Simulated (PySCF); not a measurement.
Method: TPSSh-D3(BJ)/def2-TZVP // PBE0-D3(BJ)/def2-TZVP run with PySCF 2.14.0. Isolated molecules, 0 K electronic values unless said otherwise. 

Reference species (SMILES): `[CH3]` (neutral, multiplicity 2).

```yaml
highest_occupied_spin_orbital: -6.06 eV
```

Changed species: `[OH]` (radical fragment; the reference has radical fragment).

**Question.** Give the shifts of the highest occupied spin orbital.

**Answer.** the highest occupied spin orbital drops by 2.03 eV, to -8.09 eV.
